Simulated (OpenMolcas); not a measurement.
**PH (SMILES [PH]): a chain of runs**

We compute the energy (UHF/6-31G*), then a single-point energy (CASSCF(4,4)/6-31G*), then the energy (CASPT2(4,4)/6-31G*), then a single-point energy (SC-NEVPT2(4,4)/6-31G*), then the energy (MRCI(4,4)/6-31G*) of PH. 

The calculation is run with OpenMolcas 26.06.

1 further run of the same task is left out (set aside as unsound or not needed).

## 1. The system as given

PH: 2 atoms, total charge 0, spin state triplet. As SMILES, `[PH]`. The P1–H2 distance was set to 2.142 Å, away from the relaxed value.

## 2. A single-point energy at UHF/6-31G(d) (spherical functions) (run 1)

Input file step1.input:

```
* HP Hartree-Fock
>>> EXPORT MOLCAS_PRINT=2

&gateway
  baslib = $CurrDir
  coord
  2
  angstrom
  P        0.000000       0.000000      -0.728720
  H        0.000000       0.000000       1.413680
  basis = 6-31Gs
  group = NoSym

&seward

&scf
  uhf
  spin = 3
  scramble = 0.25
  prorbitals = 1 1
```

The basis set 6-31G* is read from a file made from the Basis Set Exchange's data (not shown).

Launch:

```bash
$ export MOLCAS_MEM=1860
$ pymolcas step1.input > step1.log
```

Output, shortened:

```text
--- Start Module: gateway ---
[...]
--- Stop Module: gateway /rc=_RC_ALL_IS_WELL_ ---
--- Start Module: seward ---
[...]
      Basis functions           20
--- Stop Module: seward /rc=_RC_ALL_IS_WELL_ ---
--- Start Module: scf ---
[...]
       Convergence after  37 Iterations
[...]
::    Total SCF energy                               -341.2002299724
[...]
      Total spin, S                                     1.1829096891
[...]
      Total electronic charge=   16.000000
      Total            charge=   -0.000000
[...]
      Dipole Moment (debye):
      Origin of the operator (angstrom)=    0.0000    0.0000   -0.6612
                   X=  8.5134E-06               Y= -1.8646E-05               Z= -8.8704E-02           Total=  8.8704E-02
      Quadrupole Moment (debye*angstrom):
[...]
--- Stop Module: scf /rc=_RC_ALL_IS_WELL_ ---
[...]
```

Wall time 1.9 s (1 thread of Arm Neoverse V2, shared host); peak memory 0.37 GiB.

## 3. A single-point energy at CASSCF(4,4)/6-31G(d) (spherical functions) (run 2)

Input file step2.inp:

```
&GATEWAY
  BASLIB = $CurrDir
  COORD
  2
  angstrom
  P        0.000000       0.000000      -0.728720
  H        0.000000       0.000000       1.413680
  BASIS = 6-31Gs
  GROUP = NoSym

&SEWARD

&RASSCF
  FILEORB = $CurrDir/step1.UnaOrb
  SPIN = 3
  NACTEL = 4 0 0
  INACTIVE = 6
  RAS2 = 4
  ORBLISTING = Nothing
```

The basis set 6-31G* is read from a file made from the Basis Set Exchange's data (not shown).

Launch:

```bash
$ export MOLCAS_MEM=1860
$ pymolcas step2.inp > step2.log
```

Output, shortened:

```text
--- Start Module: gateway ---
[...]
--- Stop Module: gateway /rc=_RC_ALL_IS_WELL_ ---
--- Start Module: seward ---
[...]
      Basis functions           20
--- Stop Module: seward /rc=_RC_ALL_IS_WELL_ ---
--- Start Module: rasscf ---
[...]
      Number of active orbitals                  4
[...]
      Spin quantum number                      1.0
[...]
      Active orbitals                            4
[...]
      Number of CSFs                            15
[...]
      Number of root(s) required                 1
[...]
      Convergence after 10 iterations
[...]
      printout of CI-coefficients larger than  0.05 for root  1
      energy=    -341.221459
      conf/sym  1111     Coeff  Weight
             1  2uu0  -0.93552 0.87519
             6  uduu   0.14249 0.02030
             9  uudu  -0.08227 0.00677
            10  uuud  -0.11634 0.01354
            15  0uu2   0.29018 0.08421
      Natural orbitals and occupation numbers for root  1
      sym 1:   1.790983   1.000000   1.000000   0.209017
      ************************************************************************************************************************
      *                                                    Final results                                                     *
[...]
::    RASSCF root number  1 Total energy:   -341.22145883
[...]
      Total electronic charge=   16.000000
      Total            charge=   -0.000000
[...]
      Dipole Moment (debye):
      Origin of the operator (angstrom)=    0.0000    0.0000   -0.6612
                   X= -8.0834E-08               Y=  1.7697E-07               Z= -2.2164E-01           Total=  2.2164E-01
      Quadrupole Moment (debye*angstrom):
[...]
--- Stop Module: rasscf /rc=_RC_ALL_IS_WELL_ ---
[...]
```

Wall time 1.5 s (1 thread of Arm Neoverse V2, shared host); peak memory 0.37 GiB.

## 4. The energy at CASPT2(4,4)/6-31G(d) (spherical functions) (run 3)

Input file step3.inp:

```
&GATEWAY
 BASLIB
 $CurrDir
 COORD
 2
 angstrom
 P        0.000000       0.000000      -0.728720
 H        0.000000       0.000000       1.413680
 BASIS
 6-31Gs
 GROUP
 NoSym

&SEWARD

&RASSCF
 FILEORB
 $CurrDir/step2.RasOrb
 SPIN
 3
 NACTEL
 4 0 0
 INACTIVE
 6
 RAS2
 4
 ORBLISTING
 Nothing

&CASPT2
 IMAGINARY
 0.1
 FROZEN
 5
```

The basis set 6-31G* is read from a file made from the Basis Set Exchange's data (not shown).

Launch:

```bash
$ export MOLCAS_MEM=1860
$ pymolcas step3.inp > step3.log
```

Output, shortened:

```text
--- Start Module: gateway ---
[...]
--- Stop Module: gateway /rc=_RC_ALL_IS_WELL_ ---
[...]
      Basis functions           20
[...]
--- Start Module: rasscf ---
[...]
      Number of active orbitals                  4
[...]
      Spin quantum number                      1.0
[...]
      Active orbitals                            4
[...]
      Number of CSFs                            15
[...]
      Number of root(s) required                 1
[...]
      Convergence after  4 iterations
[...]
      printout of CI-coefficients larger than  0.05 for root  1
      energy=    -341.221459
      conf/sym  1111     Coeff  Weight
             1  2uu0  -0.93552 0.87519
             6  uduu   0.14249 0.02030
             9  uudu  -0.08227 0.00677
            10  uuud  -0.11634 0.01354
            15  0uu2   0.29018 0.08421
      Natural orbitals and occupation numbers for root  1
      sym 1:   1.790983   1.000000   1.000000   0.209017
      ************************************************************************************************************************
      *                                                    Final results                                                     *
[...]
::    RASSCF root number  1 Total energy:   -341.22145883
[...]
      Total electronic charge=   16.000000
      Total            charge=   -0.000000
[...]
      Dipole Moment (debye):
      Origin of the operator (angstrom)=    0.0000    0.0000   -0.6612
                   X= -2.0390E-08               Y=  4.4641E-08               Z= -2.2163E-01           Total=  2.2163E-01
      Quadrupole Moment (debye*angstrom):
[...]
--- Stop Module: rasscf /rc=_RC_ALL_IS_WELL_ ---
--- Start Module: caspt2 ---
[...]
 ###    WARNING: User changed nr of frozen orbitals.                         ###
 ###############################################################################
[...]
      E2 (Variational):          -0.0589509539
      Total energy:            -341.2804097807
[...]
      Reference weight:           0.97174
[...]
::    CASPT2 Root  1     Total energy:   -341.28040978
[...]
--- Stop Module: caspt2 /rc=_RC_ALL_IS_WELL_ ---
[...]
```

Wall time 1.5 s (1 thread of Arm Neoverse V2, shared host); peak memory 0.37 GiB.

## 5. A single-point energy at SC-NEVPT2(4,4)/6-31G(d) (spherical functions) (run 4)

Input file step4.input:

```
* HP NEVPT2

&GATEWAY
 BasLib=$CurrDir
 Coord
 2
 angstrom
 P        0.000000       0.000000      -0.728720
 H        0.000000       0.000000       1.413680
 Basis=6-31Gs
 Group=NoSym

&SEWARD

&RASSCF
 FileOrb=$CurrDir/step2.RasOrb
 Spin=3
 Nactel=4 0 0
 Inactive=6
 Ras2=4
 OrbListing=Nothing

&CASPT2
 SC-NEVPT2
 Frozen=5
```

The basis set 6-31G* is read from a file made from the Basis Set Exchange's data (not shown).

Launch:

```bash
$ export MOLCAS_MEM=1860
$ pymolcas step4.input > step4.log
```

Output, shortened:

```text
--- Start Module: gateway ---
[...]
--- Stop Module: gateway /rc=_RC_ALL_IS_WELL_ ---
[...]
      Basis functions           20
[...]
--- Start Module: rasscf ---
[...]
      Number of active orbitals                  4
[...]
      Spin quantum number                      1.0
[...]
      Active orbitals                            4
[...]
      Number of CSFs                            15
[...]
      Number of root(s) required                 1
[...]
      Convergence after  4 iterations
[...]
      printout of CI-coefficients larger than  0.05 for root  1
      energy=    -341.221459
      conf/sym  1111     Coeff  Weight
             1  2uu0  -0.93552 0.87519
             6  uduu   0.14249 0.02030
             9  uudu  -0.08227 0.00677
            10  uuud  -0.11634 0.01354
            15  0uu2   0.29018 0.08421
      Natural orbitals and occupation numbers for root  1
      sym 1:   1.790983   1.000000   1.000000   0.209017
      ************************************************************************************************************************
      *                                                    Final results                                                     *
[...]
::    RASSCF root number  1 Total energy:   -341.22145883
[...]
      Total electronic charge=   16.000000
      Total            charge=   -0.000000
[...]
      Dipole Moment (debye):
      Origin of the operator (angstrom)=    0.0000    0.0000   -0.6612
                   X= -2.0390E-08               Y=  4.4641E-08               Z= -2.2163E-01           Total=  2.2163E-01
      Quadrupole Moment (debye*angstrom):
[...]
--- Stop Module: rasscf /rc=_RC_ALL_IS_WELL_ ---
--- Start Module: caspt2 ---
[...]
 ###    WARNING: User changed nr of frozen orbitals.                         ###
 ###############################################################################
[...]
      E2 (Variational):          -0.0596624969
[...]
      E2 (Variational):          -0.0596052310
      Total energy:            -341.2810640577
[...]
      Reference weight:           0.97075
[...]
::    SC-NEVPT2 Root  1     Total energy:   -341.28106406
[...]
--- Stop Module: caspt2 /rc=_RC_ALL_IS_WELL_ ---
[...]
```

Run time: 1.5 s. Hardware: 1 thread of Arm Neoverse V2, shared host; peak memory 0.37 GiB.

## 6. A single-point energy at MRCI(4,4)/6-31G(d) (spherical functions) (run 5)

Input file step5.inp:

```
&GATEWAY
  BASLIB=$CurrDir
  COORD
  2
  angstrom
  P        0.000000       0.000000      -0.728720
  H        0.000000       0.000000       1.413680
  BASIS=6-31Gs
  GROUP=NoSym

&SEWARD

&RASSCF
  FILEORB=$CurrDir/step2.RasOrb
  SPIN=3
  NACTEL=4 0 0
  INACTIVE=6
  RAS2=4
  ORBLISTING=Nothing

&MOTRA
  LUMORB
  FROZEN=5

&GUGA
  ELECTRONS=6
  SPIN=3
  INACTIVE=1
  ACTIVE=4
  CIALL=1

&MRCI
  SDCI
```

The basis set 6-31G* is read from a file made from the Basis Set Exchange's data (not shown).

Launch:

```bash
$ export MOLCAS_MEM=1860
$ pymolcas step5.inp > step5.log
```

Output, shortened:

```text
--- Start Module: gateway ---
[...]
--- Stop Module: gateway /rc=_RC_ALL_IS_WELL_ ---
[...]
      Basis functions           20
[...]
      Number of active orbitals                  4
[...]
      Spin quantum number                      1.0
[...]
      Active orbitals                            4
[...]
      Number of CSFs                            15
[...]
      Number of root(s) required                 1
[...]
      Convergence after  4 iterations
[...]
      printout of CI-coefficients larger than  0.05 for root  1
      energy=    -341.221459
      conf/sym  1111     Coeff  Weight
             1  2uu0  -0.93552 0.87519
             6  uduu   0.14249 0.02030
             9  uudu  -0.08227 0.00677
            10  uuud  -0.11634 0.01354
            15  0uu2   0.29018 0.08421
      Natural orbitals and occupation numbers for root  1
      sym 1:   1.790983   1.000000   1.000000   0.209017
      ************************************************************************************************************************
      *                                                    Final results                                                     *
[...]
::    RASSCF root number  1 Total energy:   -341.22145883
[...]
      Dipole Moment (debye):
      Origin of the operator (angstrom)=    0.0000    0.0000   -0.6612
                   X= -2.0390E-08               Y=  4.4641E-08               Z= -2.2163E-01           Total=  2.2163E-01
      Quadrupole Moment (debye*angstrom):
[...]
      *** WARNING: Default frozen orbitals is overwritten by user input.
      *** Default values:   5
[...]
--- Start Module: guga ---
[...]
--- Stop Module: guga /rc=_RC_ALL_IS_WELL_ ---
--- Start Module: mrci ---
[...]
       (But an ACPF correction will be computed)
       USE THE DEFAULT ACPF G-VALUE GFAC=  0.33333333333333331
[...]
                      CI ENERGY:  -341.29563183
[...]
                ACPF CORRECTION:    -0.00230497
[...]
      Total electronic charge=   16.000000
      Total            charge=   -0.000000
[...]
     ACPF CORRECTION:     -0.00230497
[...]
  CI State   1     Total energy:   -341.29563183     QDav:     -0.00351202     QACPF:     -0.00230497
[...]
--- Stop Module: mrci /rc=_RC_ALL_IS_WELL_ ---
[...]
```

Wall time 1.6 s (1 thread of Arm Neoverse V2, shared host); peak memory 0.37 GiB.

## 7. Summary of results

```
                                                    quantity          value
                             run 1, UHF/6-31G*: total energy  -341.20023 Eh
                            run 1, UHF/6-31G*: dipole moment         0.09 D
       run 1, UHF/6-31G*: HOMO energy (highest over α and β)      -10.75 eV
        run 1, UHF/6-31G*: LUMO energy (lowest over α and β)        1.34 eV
                                     run 1, UHF/6-31G*: ⟨S²⟩          2.582
                     run 2, CASSCF(4,4)/6-31G*: total energy  -341.22146 Eh
   run 2, CASSCF(4,4)/6-31G*: dipole moment (CASSCF density)         0.22 D
                     run 3, CASPT2(4,4)/6-31G*: total energy  -341.28041 Eh
   run 3, CASPT2(4,4)/6-31G*: dipole moment (CASSCF density)         0.22 D
                  run 4, SC-NEVPT2(4,4)/6-31G*: total energy  -341.28106 Eh
run 4, SC-NEVPT2(4,4)/6-31G*: dipole moment (CASSCF density)         0.22 D
                       run 5, MRCI(4,4)/6-31G*: total energy  -341.29563 Eh
     run 5, MRCI(4,4)/6-31G*: dipole moment (CASSCF density)         0.22 D
```

**Reading.** ⟨S²⟩ (run 1, UHF/6-31G*) is 2.58 where a pure triplet has 2.00: the reference is spin-contaminated.
